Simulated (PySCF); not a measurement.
Species: ethyl methyl sulfide, C3H8S.
InChI=1S/C3H8S/c1-3-4-2/h3H2,1-2H3

Computed, not measured: MP2 and CCSD/aug-cc-pVDZ in PySCF, restricted Hartree–Fock reference, frozen core, non-relativistic, gas phase, PBE0-D3(BJ)/def2-SVP geometry.

E(HF) = -515.80289 Eh.

Q: How large is the problem?

A: 168 basis functions and 42 electrons; 8 orbitals frozen, which leaves o = 13 correlated occupied and v = 147 virtual orbitals. That is o·v = 1911 singles and o·v(o·v + 1)/2 = 1826916 distinct closed-shell doubles amplitudes before symmetry; the costliest CCSD step grows as o²v⁴ = 7.9 × 10^10.

Q: What are the MP2 and CCSD correlation energies?

A: MP2 -0.6029 Eh and CCSD -0.6616 Eh, which gives totals of -516.40577 and -516.46445 Eh. That is 0.692 eV for each correlated electron at CCSD (1737 kJ/mol in all, 0.128 % of the total energy); MP2 gives 91.1 % of the CCSD value.

Q: What is the T1 diagnostic?

A: 0.0095, below the customary warning level of 0.02. It is the norm of the spatial-orbital singles amplitudes over the root of the number of correlated electrons, so the norm is 0.048.

Q: How does correlation change the dipole moment?

A: HF gives 1.82 D and CCSD (unrelaxed density) 1.65 D, a change of -0.17 D.

Connected triples and the basis-set limit are missing.

The job also held the EOM ionisation roots. Time: 6.1 min of wall time; peak memory 3.0 GiB. Hardware: one thread, Arm Neoverse V1 (aarch64), shared host with 64 logical CPUs at a one-minute load of 30.

The values belong to the conformer `[CH3:1][CH2:2][S:3][CH3:4]`: C1–C2–S3–C4 -70°.
